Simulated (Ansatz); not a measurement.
ozone (SMILES O=[O+][O-]) moved off its minimum; all values from Ansatz (a first-principles code), cores frozen in correlated methods.
(charge 0, multiplicity 1)
```xyz
3

O      1.11330    -0.24846    -0.01364
O      0.01171     0.42370    -0.01075
O     -1.05013    -0.22518     0.01268
```

Q: Give the forces (eV/Å), the total energy and the dipole at CCSD(T)/aug-cc-pVTZ.

A: 
```tsv
atom	Fx	Fy	Fz
O1	-0.145	0.104	0.000
O2	1.135	0.486	-0.022
O3	-0.990	-0.589	0.022
```
Energy -225.1529 hartree, dipole 0.58 D.

Doubts at one or more of the structures used: a restricted determinant that unrestricted orbitals would lower (CCSD(T)/aug-cc-pVTZ).
